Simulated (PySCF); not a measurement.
# C5H6: calculation and literature

Structure with atom numbers: `[CH2:1]=[C:2]=[CH:3][CH:4]=[CH2:5]`. Hydrogens are named by the atom that carries them. Ha(C5) is cis to C3; Hb(C5) is trans to C3.

PySCF calculation with coordinates at the GFN2-xTB level, J: B3LYP/pcJ-1 (without the spin–dipole term) and GIAO PBE0/pcSseg-1 shieldings; a single conformation, no solvent model, equivalent nuclei averaged, no relativistic terms.

Reference values: measured (solution, not stated per compound (mostly CDCl3 or CCl4); Pretsch, Buehlmann, Badertscher, Structure Determination of Organic Compounds, 4th ed. (2009)).
```tsv
atoms	quantity	reference	computed	computed, scaled
H(C4)	δ ¹H	6.31	6.45	6.17
Ha(C5)	δ ¹H	5.19	5.44	5.22
Hb(C5)	δ ¹H	4.99	5.27	5.06
```

Computed shifts are σ(ref) − σ with the named reference compound (TMS for H and C) calculated as an isolated molecule at the same level. The measured values may be among those fitted. Shieldings were converted by linear fits to measured shifts (mostly CDCl3, TMS scale, for H and C): ¹H (scatter 0.17 ppm rms, 0.18 ppm with the 4 outliers that the fit left out). Occasional misses reach two or three times the rms, and more in compound classes unlike the fitted ones.

Coupling constants in Hz:
```tsv
coupling	reference	computed	source
³J(H(C4),Hb(C5)) cis	10.1	11.5	measured; solution (compiled); Pretsch, Buehlmann, Badertscher, Structure Determination of Organic Compounds, 4th ed., Springer 2009
³J(H(C4),Ha(C5)) trans	17.2	17.8	measured; solution (compiled); Pretsch, Buehlmann, Badertscher, Structure Determination of Organic Compounds, 4th ed., Springer 2009
²J(Ha(C5),Hb(C5))	1.6	0.0	measured; solution (compiled); Pretsch, Buehlmann, Badertscher, Structure Determination of Organic Compounds, 4th ed., Springer 2009
⁴J(H(C3),H(C1))	-6.6	-8.4	measured; solution (compiled); Pretsch, Buehlmann, Badertscher, Structure Determination of Organic Compounds, 4th ed., Springer 2009
```

**Question.** How far are the unscaled ¹H shifts from the references?

**Answer.** Mean signed difference +0.22 ppm, mean absolute 0.22 ppm over 3 comparisons; the largest is +0.28 ppm at Hb(C5) (hydrogen on a terminal =CH2 carbon).

Unscaled 3J(H,H) at this level run about 10 % above measured values.
